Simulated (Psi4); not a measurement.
**triplet C2H3F at 3 levels**

Aim: a comparison of 3 runs (UB3LYP/def2-TZVP, UBHLYP/def2-TZVP, UM06-L/def2-TZVP) of triplet C2H3F. 

The calculation is run with Psi4 1.11.

1 further run of the same task is left out (set aside as unsound or not needed).

**1. The system as given**

C2H3F: 6 atoms, total charge 0, spin state triplet. As SMILES of the parent species, `C=CF`. The shape is that of a PBE0-D4/def2-TZVP optimisation. That shape belongs to the parent species and isn't relaxed for this state.

Bond lengths: C1–C2 1.316 Å, C2–F3 1.336 Å, C1–H4 1.082 Å, C1–H5 1.081 Å, C2–H6 1.084 Å. Angles: C1–C2–F3 122.3°, C1–C2–H6 125.7°, F3–C2–H6 112.0°, C2–C1–H4 121.6°, C2–C1–H5 119.2°, H4–C1–H5 119.2°.

**2. Energy and gradient at UB3LYP/def2-TZVP (run 1)**

Contents of c2h3f.json:

```json
{
 "schema_name": "qcschema_input",
 "schema_version": 1,
 "molecule": {
  "schema_name": "qcschema_molecule",
  "schema_version": 2,
  "symbols": ["C", "C", "F", "H", "H", "H"],
  "geometry": [-1.01327115, 0.14437508, -0.83677073, 0.9259658, -0.03080254, 0.71167086, 1.82585338, -2.25330943, 1.50327713, -1.9726851, -1.518017, -1.54315035, -1.66333693, 1.99196031, -1.41672768, 1.9768425, 1.54466213, 1.49420645],
  "molecular_charge": 0,
  "molecular_multiplicity": 3,
  "fix_symmetry": "c1"
 },
 "driver": "gradient",
 "model": {
  "method": "b3lyp",
  "basis": "def2-TZVP"
 },
 "keywords": {
  "reference": "uks",
  "puream": true,
  "e_convergence": 1e-09,
  "d_convergence": 1e-08,
  "scf_type": "pk",
  "dft_radial_points": 99,
  "dft_spherical_points": 590,
  "maxiter": 100
 }
}
```

Launch:

```console
$ psi4 --qcschema c2h3f.json -n 1 --memory 1600MB
```

stdout:

```text
[...]
  Running in c1 symmetry.
[...]
  Nuclear repulsion =   67.793297876399720
[...]
  Multiplicity = 3
[...]
  Nalpha       = 13
  Nbeta        = 11
[...]
    Number of basis functions: 111
[...]
   @UKS iter   1:  -177.45983059849831   -7.32898e-02   6.64102e-03 ADIIS/DIIS
[...]
   @UKS iter  12:  -177.73758672758007   -1.05445e-11   4.85305e-09 DIIS
[...]
   @S^2 Observed:                2.006756539E+00
[...]
  @UKS Final Energy:  -177.73758672758007
   => Energetics <=
    Nuclear Repulsion Energy =             67.7932978763997198
    One-Electron Energy =                -377.3754908739620078
    Two-Electron Energy =                 150.0114601220998054
    DFT Exchange-Correlation Energy =     -18.1668538521175940
    Empirical Dispersion Energy =           0.0000000000000000
    VV10 Nonlocal Energy =                  0.0000000000000000
    Total Energy =                       -177.7375867275800658
[...]
 Multipole Moments:
 ------------------------------------------------------------------------------------
     Multipole            Electronic (a.u.)      Nuclear  (a.u.)        Total (a.u.)
 ------------------------------------------------------------------------------------
 L = 1.  Multiply by 2.5417464519 to convert [e a0] to [Debye]
 Dipole X            :          2.2145117           -2.4216048           -0.2070930
 Dipole Y            :         -2.5511683            2.9732680            0.4220997
 Dipole Z            :          1.8483001           -2.0273148           -0.1790148
 Magnitude           :                                                    0.5030924
[...]
  -Total Gradient:
     Atom            X                  Y                   Z
    ------   -----------------  -----------------  -----------------
       1        0.152732792252    -0.000759062198     0.121507925971
       2       -0.161513824928    -0.016376938533    -0.127897320185
       3        0.004817126797     0.013838055204     0.003356935315
       4        0.001123014070    -0.003447798967     0.001007953334
       5        0.001864835970     0.003115543673     0.001377758750
       6        0.000970442817     0.003641190430     0.000641893754
[...]
```

The result, in JSON:

```text
{
 "driver": "gradient",
 "model": {
  "method": "b3lyp",
  "basis": "def2-TZVP"
 },
 "success": true,
 "return_result": [0.15273279225155031, -0.0007590621980315916, 0.12150792597052502, -0.161513824928302, -0.016376938533429815, -0.12789732018481026, 0.004817126796595683, 0.013838055203565014, 0.003356935315066867, 0.0011230140704783509, -0.003447798966775051, 0.0010079533335142776, 0.0018648359704189488, 0.0031155436731070407, 0.0013777587503352243, 0.0009704428170415474, 0.0036411904298832565, 0.0006418937541458891],
 "properties": {
  "calcinfo_nbasis": 111,
  "calcinfo_nmo": 111,
  "calcinfo_nalpha": 13,
  "calcinfo_nbeta": 11,
  "calcinfo_natom": 6,
  "nuclear_repulsion_energy": 67.79329787639972,
  "return_energy": -177.73758672758007,
  "return_gradient": [0.15273279225155031, -0.0007590621980315916, 0.12150792597052502, -0.161513824928302, -0.016376938533429815, -0.12789732018481026, 0.004817126796595683, 0.013838055203565014, 0.003356935315066867, 0.0011230140704783509, -0.003447798966775051, 0.0010079533335142776, 0.0018648359704189488, 0.0031155436731070407, 0.0013777587503352243, 0.0009704428170415474, 0.0036411904298832565, 0.0006418937541458891],
  "scf_one_electron_energy": -377.375490873962,
  "scf_two_electron_energy": 150.0114601220998,
  "scf_xc_energy": -18.166853852117594,
  "scf_dipole_moment": [-0.20709302658145923, 0.4220996922860083, -0.1790147506857569],
  "scf_total_energy": -177.73758672758007,
  "scf_total_gradient": [0.15273279225155031, -0.0007590621980315916, 0.12150792597052502, -0.161513824928302, -0.016376938533429815, -0.12789732018481026, 0.004817126796595683, 0.013838055203565014, 0.003356935315066867, 0.0011230140704783509, -0.003447798966775051, 0.0010079533335142776, 0.0018648359704189488, 0.0031155436731070407, 0.0013777587503352243, 0.0009704428170415474, 0.0036411904298832565, 0.0006418937541458891],
  "scf_iterations": 12
 }
}
```

It took 77 s on 1 thread of Intel Xeon Platinum 8259CL at 2.50GHz (Skylake/Cascade Lake), shared host; peak memory 0.63 GiB.

**3. Energy and gradient at UBHLYP/def2-TZVP (run 2)**

Contents of input.json:

```json
{
  "schema_name": "qcschema_input",
  "schema_version": 1,
  "molecule": {
    "schema_name": "qcschema_molecule",
    "schema_version": 2,
    "symbols": ["C", "C", "F", "H", "H", "H"],
    "geometry": [-1.01327115, 0.14437508, -0.83677073, 0.9259658, -0.03080254, 0.71167086, 1.82585338, -2.25330943, 1.50327713, -1.9726851, -1.518017, -1.54315035, -1.66333693, 1.99196031, -1.41672768, 1.9768425, 1.54466213, 1.49420645],
    "molecular_charge": 0,
    "molecular_multiplicity": 3,
    "fix_symmetry": "c1"
  },
  "driver": "gradient",
  "model": {
    "method": "bhhlyp",
    "basis": "def2-TZVP"
  },
  "keywords": {
    "reference": "uks",
    "puream": true,
    "e_convergence": 1e-09,
    "d_convergence": 1e-08,
    "scf_type": "pk",
    "dft_radial_points": 99,
    "dft_spherical_points": 590,
    "maxiter": 100,
    "scf_properties": ["QUADRUPOLE", "MULLIKEN_CHARGES", "MAYER_INDICES"]
  }
}
```

Launch:

```console
$ psi4 --qcschema input.json -n 1 --memory 1600MB
```

stdout:

```text
[...]
  Running in c1 symmetry.
[...]
  Nuclear repulsion =   67.793297876399720
[...]
  Multiplicity = 3
[...]
  Nalpha       = 13
  Nbeta        = 11
[...]
    Number of basis functions: 111
[...]
   @UKS iter   1:  -177.52103587850814   -3.12925e-01   4.49755e-03 ADIIS/DIIS
[...]
   @UKS iter  13:  -177.65203750942268   -1.73372e-12   2.52709e-09 DIIS
[...]
   @S^2 Observed:                2.009607279E+00
[...]
  @UKS Final Energy:  -177.65203750942268
   => Energetics <=
    Nuclear Repulsion Energy =             67.7932978763997198
    One-Electron Energy =                -377.4440413614289014
    Two-Electron Energy =                 143.6232225660293125
    DFT Exchange-Correlation Energy =     -11.6245165904228269
    Empirical Dispersion Energy =           0.0000000000000000
    VV10 Nonlocal Energy =                  0.0000000000000000
    Total Energy =                       -177.6520375094226836
[...]
 Multipole Moments:
 ------------------------------------------------------------------------------------
     Multipole            Electronic (a.u.)      Nuclear  (a.u.)        Total (a.u.)
 ------------------------------------------------------------------------------------
 L = 1.  Multiply by 2.5417464519 to convert [e a0] to [Debye]
 Dipole X            :          2.1808610           -2.4216048           -0.2407438
 Dipole Y            :         -2.4835693            2.9732680            0.4896987
 Dipole Z            :          1.8192287           -2.0273148           -0.2080861
 Magnitude           :                                                    0.5840053
 L = 2.  Multiply by 1.3450342976 to convert [e a0^2] to [Debye ang]
 Quadrupole XX       :        -57.1252878           43.6583303          -13.4669574
 Quadrupole XY       :         25.7896805          -25.2042437            0.5854368
[...]
  -Total Gradient:
     Atom            X                  Y                   Z
    ------   -----------------  -----------------  -----------------
       1        0.158530865684    -0.000661537971     0.126115625231
       2       -0.171082783506    -0.009707592155    -0.135735895086
       3        0.010411191560     0.001596164260     0.008223654796
       4       -0.001843916259    -0.007838583553    -0.001202069049
       5       -0.000301018928     0.008074979037    -0.000513927488
       6        0.004282030380     0.008543607023     0.003109474646
[...]
```

The result, in JSON:

```text
{
 "driver": "gradient",
 "model": {
  "method": "bhhlyp",
  "basis": "def2-TZVP"
 },
 "success": true,
 "return_result": [0.15853086568435948, -0.0006615379713648638, 0.12611562523104938, -0.1710827835061816, -0.009707592155495014, -0.13573589508567208, 0.010411191559932184, 0.0015961642599813808, 0.008223654796187654, -0.0018439162591546293, -0.007838583553318762, -0.0012020690488817251, -0.0003010189284051584, 0.008074979036760174, -0.0005139274882177275, 0.0042820303799018244, 0.00854360702295813, 0.0031094746455154892],
 "properties": {
  "calcinfo_nbasis": 111,
  "calcinfo_nmo": 111,
  "calcinfo_nalpha": 13,
  "calcinfo_nbeta": 11,
  "calcinfo_natom": 6,
  "nuclear_repulsion_energy": 67.79329787639972,
  "return_energy": -177.65203750942268,
  "return_gradient": [0.15853086568435948, -0.0006615379713648638, 0.12611562523104938, -0.1710827835061816, -0.009707592155495014, -0.13573589508567208, 0.010411191559932184, 0.0015961642599813808, 0.008223654796187654, -0.0018439162591546293, -0.007838583553318762, -0.0012020690488817251, -0.0003010189284051584, 0.008074979036760174, -0.0005139274882177275, 0.0042820303799018244, 0.00854360702295813, 0.0031094746455154892],
  "scf_one_electron_energy": -377.4440413614289,
  "scf_two_electron_energy": 143.6232225660293,
  "scf_xc_energy": -11.624516590422827,
  "scf_dipole_moment": [-0.24074377933569835, 0.48969869987672565, -0.20808614026401462],
  "scf_total_energy": -177.65203750942268,
  "scf_total_gradient": [0.15853086568435948, -0.0006615379713648638, 0.12611562523104938, -0.1710827835061816, -0.009707592155495014, -0.13573589508567208, 0.010411191559932184, 0.0015961642599813808, 0.008223654796187654, -0.0018439162591546293, -0.007838583553318762, -0.0012020690488817251, -0.0003010189284051584, 0.008074979036760174, -0.0005139274882177275, 0.0042820303799018244, 0.00854360702295813, 0.0031094746455154892],
  "scf_iterations": 13
 }
}
```

Run time: 92 s. Hardware: 1 thread of Intel Xeon Platinum 8259CL at 2.50GHz (Skylake/Cascade Lake), shared host; peak memory 0.63 GiB.

**4. Energy and gradient at UM06-L/def2-TZVP (run 3)**

Contents of job.json:

```json
{
 "schema_name": "qcschema_input",
 "schema_version": 1,
 "molecule": {
  "schema_name": "qcschema_molecule",
  "schema_version": 2,
  "symbols": ["C", "C", "F", "H", "H", "H"],
  "geometry": [-1.01327115, 0.14437508, -0.83677073, 0.9259658, -0.03080254, 0.71167086, 1.82585338, -2.25330943, 1.50327713, -1.9726851, -1.518017, -1.54315035, -1.66333693, 1.99196031, -1.41672768, 1.9768425, 1.54466213, 1.49420645],
  "molecular_charge": 0,
  "molecular_multiplicity": 3,
  "fix_symmetry": "c1",
  "fix_com": true,
  "fix_orientation": true
 },
 "driver": "gradient",
 "model": {
  "method": "m06-l",
  "basis": "def2-TZVP"
 },
 "keywords": {
  "reference": "uks",
  "puream": true,
  "e_convergence": 1e-09,
  "d_convergence": 1e-08,
  "scf_type": "pk",
  "dft_radial_points": 99,
  "dft_spherical_points": 590,
  "maxiter": 100
 }
}
```

Launch:

```console
$ psi4 --qcschema job.json -n 1 --memory 1600MB
```

stdout:

```text
[...]
  Running in c1 symmetry.
[...]
  Nuclear repulsion =   67.793297876399720
[...]
  Multiplicity = 3
[...]
  Nalpha       = 13
  Nbeta        = 11
[...]
    Number of basis functions: 111
[...]
   @UKS iter   1:  -177.35181467719141   -3.84866e-03   7.34257e-03 DIIS/ADIIS
[...]
   @UKS iter  13:  -177.70044228091467   -2.44427e-12   5.03278e-09 DIIS
[...]
   @S^2 Observed:                2.012153438E+00
[...]
  @UKS Final Energy:  -177.70044228091467
   => Energetics <=
    Nuclear Repulsion Energy =             67.7932978763997198
    One-Electron Energy =                -377.4493017366402228
    Two-Electron Energy =                 154.4239251959952526
    DFT Exchange-Correlation Energy =     -22.4683636166694107
    Empirical Dispersion Energy =           0.0000000000000000
    VV10 Nonlocal Energy =                  0.0000000000000000
    Total Energy =                       -177.7004422809146718
[...]
 Multipole Moments:
 ------------------------------------------------------------------------------------
     Multipole            Electronic (a.u.)      Nuclear  (a.u.)        Total (a.u.)
 ------------------------------------------------------------------------------------
 L = 1.  Multiply by 2.5417464519 to convert [e a0] to [Debye]
 Dipole X            :        -14.4472944           14.2496688           -0.1976256
 Dipole Y            :         17.9573127          -17.5797442            0.3775685
 Dipole Z            :        -11.4831980           11.3132234           -0.1699746
 Magnitude           :                                                    0.4588085
[...]
  -Total Gradient:
     Atom            X                  Y                   Z
    ------   -----------------  -----------------  -----------------
       1        0.149476001579    -0.001437940239     0.118941174299
       2       -0.159008895252    -0.011678767805    -0.126064363789
       3        0.005855648134     0.009772474890     0.004321501630
       4        0.000986787815    -0.004359829366     0.000930256690
       5        0.001883763831     0.004247765471     0.001354011140
       6        0.000809198633     0.003442595703     0.000519878809
[...]
```

The result, in JSON:

```text
{
 "driver": "gradient",
 "model": {
  "method": "m06-l",
  "basis": "def2-TZVP"
 },
 "success": true,
 "return_result": [0.14947600157934338, -0.001437940239361394, 0.11894117429947301, -0.15900889525240092, -0.011678767804503873, -0.12606436378869257, 0.00585564813446407, 0.009772474889794547, 0.004321501630033198, 0.0009867878153414777, -0.0043598293657148846, 0.0009302566902947146, 0.0018837638310947175, 0.004247765470634324, 0.0013540111399435312, 0.000809198633113517, 0.003442595702875556, 0.000519878809159921],
 "properties": {
  "calcinfo_nbasis": 111,
  "calcinfo_nmo": 111,
  "calcinfo_nalpha": 13,
  "calcinfo_nbeta": 11,
  "calcinfo_natom": 6,
  "nuclear_repulsion_energy": 67.79329787639972,
  "return_energy": -177.70044228091467,
  "return_gradient": [0.14947600157934338, -0.001437940239361394, 0.11894117429947301, -0.15900889525240092, -0.011678767804503873, -0.12606436378869257, 0.00585564813446407, 0.009772474889794547, 0.004321501630033198, 0.0009867878153414777, -0.0043598293657148846, 0.0009302566902947146, 0.0018837638310947175, 0.004247765470634324, 0.0013540111399435312, 0.000809198633113517, 0.003442595702875556, 0.000519878809159921],
  "scf_one_electron_energy": -377.4493017366402,
  "scf_two_electron_energy": 154.42392519599525,
  "scf_xc_energy": -22.46836361666941,
  "scf_dipole_moment": [-0.19762559729267437, 0.37756848040549684, -0.169974592240834],
  "scf_total_energy": -177.70044228091467,
  "scf_total_gradient": [0.14947600157934338, -0.001437940239361394, 0.11894117429947301, -0.15900889525240092, -0.011678767804503873, -0.12606436378869257, 0.00585564813446407, 0.009772474889794547, 0.004321501630033198, 0.0009867878153414777, -0.0043598293657148846, 0.0009302566902947146, 0.0018837638310947175, 0.004247765470634324, 0.0013540111399435312, 0.000809198633113517, 0.003442595702875556, 0.000519878809159921],
  "scf_iterations": 13
 }
}
```

Wall time 2 min (1 thread of Intel Xeon Platinum 8259CL at 2.50GHz (Skylake/Cascade Lake), shared host); peak memory 0.63 GiB.

**5. The series**

| run | level | energy (Eh) | dipole moment (D) | HOMO energy (eV) | ⟨S²⟩ | wall time |
| --- | --- | --- | --- | --- | --- | --- |
| 1 | UB3LYP/def2-TZVP | -177.737587 | 1.28 | -3.01 | 2.007 | 77 s |
| 2 | UBHLYP/def2-TZVP | -177.652038 | 1.48 | -4.47 | 2.010 | 92 s |
| 3 | UM06-L/def2-TZVP | -177.700442 | 1.17 | -1.95 | 2.012 | 2 min |

**6. What came out**

| quantity | value |
| --- | --- |
| run 3: total energy | -177.70044 Eh |
| run 3: dipole moment | 1.17 D |
| run 3: HOMO energy (highest over α and β) | -1.95 eV |
| run 3: ⟨S²⟩ | 2.012 |
| run 3: largest force on an atom | 10.452 eV/Å |

What this shows: The dipole moment (its size) runs from 1.17 D (UM06-L/def2-TZVP) to 1.48 D (UBHLYP/def2-TZVP). Totals of different functionals can't be ranked against each other. All runs together took 4.8 min, the longest 2 min.
